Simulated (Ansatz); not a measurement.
A ladder of methods for BH3O (BH2(OH))

The species is BH3O (5 atoms), meant as a singlet with charge 0. As SMILES, `[H]B([H])O`. Geometry: relaxed at GFN2-xTB.

```tsv
atom	x (Å)	y (Å)	z (Å)
B	0.2710	0.3025	-0.1085
H	1.4036	0.3900	-0.3956
H	-0.4329	1.2514	-0.0807
O	-0.1594	-0.9187	0.1745
H	-1.0822	-1.0252	0.4103
```

Each level gives the electronic atomisation energy (eV). The values are calculated. Electronic energies at fixed atoms, without zero-point motion or spin-orbit coupling.

```
         level                    kind  program  value (eV)  less FCI/STO-3G  CPU time (all runs)
    PBE/STO-3G                     GGA   Ansatz       22.78            +3.74                1.5 s
 revPBE/STO-3G                     GGA   Ansatz       22.14            +3.10                1.3 s
  B3LYP/STO-3G           global hybrid   Ansatz       22.30            +3.26                1.2 s
r2SCAN0/STO-3G         hybrid meta-GGA   Ansatz       21.89            +2.85                3.3 s
wB97M-V/STO-3G  range-separated hybrid   Ansatz       22.75            +3.71                 14 s
    MP2/STO-3G     perturbation theory   Ansatz       18.91            -0.13               0.14 s
BCCD(T)/STO-3G   coupled cluster or CI   Ansatz       19.02            -0.02               0.39 s
   CCSD/STO-3G   coupled cluster or CI   Ansatz       18.94            -0.10               0.27 s
    FCI/STO-3G      exact in the basis   Ansatz       19.04             0.00                1.1 s
```

FCI/STO-3G is exact within its basis and frozen core, so for wave-function methods in that basis the difference is their error; functionals converge differently with the basis, so for them it is only a difference. The values span 18.91 to 22.78 eV. All rows use very small basis sets, so none should be taken for the real molecule's value. Times are those of the runs behind each value, whatever else they computed, on shared processors of several kinds: orders of magnitude only.
